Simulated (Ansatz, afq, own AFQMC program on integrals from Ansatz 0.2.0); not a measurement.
Integrals from Ansatz 0.2.0, then the random walk in our own AFQMC program (afq).

```yaml
crystal:
  periodic: [false, false, false]
  atoms:
    - {symbol: O, position_ang: [0.000000, 0.000000, 0.000000]}
    - {symbol: H, position_ang: [0.000000, 0.000000, 0.973108]}
basis:
  gaussian: {orbitals: cc-pVDZ}
magnetization: {spin_polarized: true, initial_magnetization: 1}
correlation: {method: ccsd_t, electrons: outside_noble_gas, hamiltonian_folder: ham}
```

```sh
$ ansatz run in.yaml --threads 1 --pin off --events-out ev --progress --plain --max-ram 1382MiB
```

Options of the walk:

```
--method phaseless --trial cisd --walkers 170 --populations 1 --least-time 40 --time-step 0.005 --steps-per-block 50 --equilibration-blocks 28 --max-blocks 300 --target-error 0.00032 --factor-cut 1e-05 --start spin_pure --seed 1336 --release-times 0.24,0.5,1,1.5 --release-step 0.02 --release-every 4 --taylor-order 6
```

Times are imaginary, in 1/Eh. The walk had a cap of 524 s.

Output of the walk:

```
orbitals 18  electrons 4 3  factors 114 of 175
reference energy -75.39375517 Eh
CCSD correlation -0.16382482 Eh in 9 cycles, weight of the determinant in the CISD state 0.9571
energy of the start -75.557525 Eh
 block  time / (1/Eh)  mean weight  energy / Eh
     1     0.250  1.0005  -75.557439
     2     0.500  0.9994  -75.558893
     3     0.750  1.0015  -75.559567
     4     1.000  1.0005  -75.559779
     5     1.250  0.9979  -75.559941
     7     1.750  0.9986  -75.559197
     9     2.250  0.9996  -75.558973
    13     3.250  0.9996  -75.560674
    21     5.250  0.9996  -75.559553
    29     7.250  0.9997  -75.560055
    37     9.250  1.0026  -75.558828
    45    11.250  0.9997  -75.559751
    53    13.250  0.9991  -75.559310
    61    15.250  0.9997  -75.559332
    69    17.250  1.0002  -75.560107
    77    19.250  1.0010  -75.559860
    85    21.250  0.9998  -75.558257
    93    23.250  1.0002  -75.559761
    97    24.250  0.9988  -75.561695
   101    25.250  0.9991  -75.558574
   109    27.250  0.9997  -75.559752
   113    28.250  1.0016  -75.557857
   117    29.250  1.0005  -75.558971
   125    31.250  1.0014  -75.559817
   133    33.250  0.9988  -75.559506
   141    35.250  0.9986  -75.558554
   149    37.250  0.9985  -75.558719
   157    39.250  1.0011  -75.559160
   165    41.250  0.9999  -75.558583
   173    43.250  1.0004  -75.560372
   181    45.250  1.0006  -75.558445
   185    46.250  1.0005  -75.560091
blocks merged  error / Eh  count
     1  0.000084  160
     2  0.000091  80
     4  0.000094  40
     8  0.000105  20
    16  0.000095  10
released: time / (1/Eh)  energy / Eh  error  mean overlap
  0.24  -75.559848  0.000130  0.9955
  0.50  -75.560021  0.000098  0.9869
  1.00  -75.559612  0.000091  1.0075
  1.50  -75.559819  0.000143  1.0050
energy -75.559639 +/- 0.000105 Eh
(rows thinned)
```

The run passed its tests (sampling time, drift between the halves within three errors, error under three times the target), which doesn't prove that it has relaxed.

Against this walk (error 2.8 meV) on the same determinant: CCSD(T) 8.8 meV higher, CCSDT(Q) 3.3 meV lower (within the noise), CCSDTQ 3.6 meV lower (within the noise), full CI (a separate run on its own orbitals, whose frozen core shifts it by up to a few meV) 2.9 meV lower (within the noise). The error is statistical and leaves out the bias of the constraint. The released energies move by 1.5 errors or more from one time to the next (meV from the phaseless value at times in 1/Eh: -6 ± 4 at 0.24, -10 ± 3 at 0.50, 0.7 ± 2.5 at 1.00, -5 ± 4 at 1.50), so they give no level.

Cautions: constraint bias not in the error; full CI with its own frozen core.

The walk took 3.5 min on 1 thread of Arm Neoverse N1, on a shared host. The log's last line is the phaseless energy.

CCSDT and higher add their correlation energy to the determinant of the CCSD(T) run, since their own runs factorise the integrals more tightly (a shift of under 2 meV). A walk keeps the symmetry of its determinant, which the program's search chose and which needn't be the lowest solution, so a lower state of the same spin and another symmetry isn't excluded.
